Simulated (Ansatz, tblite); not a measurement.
# (HBe-mu-F)2 (Be2H2F2): a ladder of methods and basis sets

Aim: run the singlet of (HBe-mu-F)2 (Be2H2F2) at one geometry on many levels, and compare frontier levels, spin and run time.

Computed with Ansatz 0.2.0, Gaussian basis. Level: as each input shows.

Plan: GFN1-xTB, GFN2-xTB, PBE-D4/def2-TZVP, r2SCAN-D4/def2-TZVP, r2SCAN0-D4/def2-TZVP, ωB97X-V/def2-TZVP, B2PLYP/def2-TZVP, PBE-QIDH/def2-TZVP, HSE06-D4/def2-TZVP, LC-ωPBE/def2-TZVP, B3LYP-D4/def2-TZVP, PBE-D4/def2-SVP, PBE0-D4/def2-SVP, HF/STO-3G, HF/6-31G, B3LYP-D4/6-31G, PBE0-D4/def2-TZVPD, PBE-D4/def2-TZVPD, r2SCAN-D4/def2-TZVPD, CCSD(T)/def2-TZVPP, MP2/def2-TZVP, RPA/def2-TZVP, CCSD(T)/def2-TZVPD.

## 1. The relaxed structure

The geometry is that of the singlet, from an earlier relaxation (PBE-D4/def2-TZVP).

6 atoms, charge 0, spin multiplicity 1.

Bond lengths: Be1–H2 1.339 Å, Be1–F3 1.579 Å, Be1–F6 1.579 Å, F3–Be4 1.579 Å, Be4–H5 1.339 Å, Be4–F6 1.579 Å. Angles: H2–Be1–F3 134.6°, H2–Be1–F6 134.6°, F3–Be1–F6 90.7°, Be1–F3–Be4 89.3°, F3–Be4–H5 134.6°, F3–Be4–F6 90.7°, H5–Be4–F6 134.6°, Be1–F6–Be4 89.3°.

As a file:

```
Be    0.78800    0.27927   -0.72926
H     1.73832    0.61676   -1.60937
F    -0.49705   -0.63657   -0.78084
Be   -0.78769   -0.27970    0.72943
H    -1.73845   -0.61662    1.60929
F     0.49687    0.63685    0.78076
```

PBE0-D4/def2-TZVP was run before; its log isn't repeated, and its numbers join the tables.

## 2. GFN1-xTB

Tight binding, by tblite at 300 K electronic temperature and without a spin-polarisation term:

```python
tblite.interface.Calculator('GFN1-xTB', numbers, positions, charge=0, uhf=0).singlepoint()
```

Energy -354.8706 eV, HOMO -12.18 eV, LUMO -5.11 eV; 0.002 s.

## 3. GFN2-xTB

Tight binding, by tblite at 300 K electronic temperature and without a spin-polarisation term:

```python
tblite.interface.Calculator('GFN2-xTB', numbers, positions, charge=0, uhf=0).singlepoint()
```

Energy -327.9949 eV, HOMO -12.21 eV, LUMO -5.39 eV; 0.002 s.

## 4. PBE-D4/def2-TZVP

start.molden holds the orbitals of an earlier run on this state, given as this run's starting guess.

in.yaml reads:

```yaml
crystal:
  periodic: [false, false, false]
  atoms:
    - {symbol: Be, position_ang: [0.787996, 0.279269, -0.729261]}
    - {symbol: H, position_ang: [1.738317, 0.616762, -1.609367]}
    - {symbol: F, position_ang: [-0.497051, -0.636571, -0.780843]}
    - {symbol: Be, position_ang: [-0.787691, -0.279696, 0.729434]}
    - {symbol: H, position_ang: [-1.738449, -0.616617, 1.609289]}
    - {symbol: F, position_ang: [0.496868, 0.636854, 0.780758]}
basis:
  gaussian: {orbitals: def2-TZVP, initial_orbitals: start.molden}
hamiltonian: {xc: pbe, dispersion: d4}
scf: {omitted_lower_state_checks: [starts]}
output: {orbitals: {seedname: orbitals}}
```

Started as:

```bash
ansatz run in.yaml --threads 4 --pin off --events-out ev --progress --plain --max-ram 3916MiB
```

Further steps of the session: r2SCAN-D4/def2-TZVP; r2SCAN0-D4/def2-TZVP; ωB97X-V/def2-TZVP; B2PLYP/def2-TZVP; PBE-QIDH/def2-TZVP; HSE06-D4/def2-TZVP; LC-ωPBE/def2-TZVP; B3LYP-D4/def2-TZVP; PBE-D4/def2-SVP; PBE0-D4/def2-SVP; HF/STO-3G; HF/6-31G; B3LYP-D4/6-31G; PBE0-D4/def2-TZVPD; PBE-D4/def2-TZVPD; r2SCAN-D4/def2-TZVPD; CCSD(T)/def2-TZVPP; MP2/def2-TZVP; RPA/def2-TZVP; CCSD(T)/def2-TZVPD.

Before running them: what should the planned runs give, taken together? Wanted: gap in def2-TZVP, named functionals, smallest and largest; correlation energy, CCSD(T)/def2-TZVPP; correlation energy, MP2/def2-TZVP; correlation energy, CCSD(T)/def2-TZVPD; binding an atom, CCSD(T)/def2-TZVPP; PBE0 total energy, smallest basis above largest.

**Answer**, as computed:

```
                                                 quantity                                 value
gap in def2-TZVP, named functionals, smallest and largest  6.42 eV (PBE-D4), 13.45 eV (LC-ωPBE)
                   correlation energy, CCSD(T)/def2-TZVPP                             -19.10 eV
                        correlation energy, MP2/def2-TZVP                             -17.92 eV
                   correlation energy, CCSD(T)/def2-TZVPD                             -19.11 eV
                      binding an atom, CCSD(T)/def2-TZVPP                              3.367 eV
          PBE0 total energy, smallest basis above largest        7.78 eV (def2-SVP, def2-TZVPD)
```

Over the named functionals in def2-TZVP the gap runs from 6.42 eV (PBE-D4) to 13.45 eV (LC-ωPBE); exact exchange widens it. A small miss in a minimal or small basis is a cancelling of errors, not accuracy. The functionals in def2-TZVP miss CCSD(T)/def2-TZVPP by +0.120 (PBE0-D4) to +0.213 eV (r2SCAN-D4) an atom. CCSD(T)/def2-TZVPP isn't at the basis-set limit; small misses against it rank nothing.
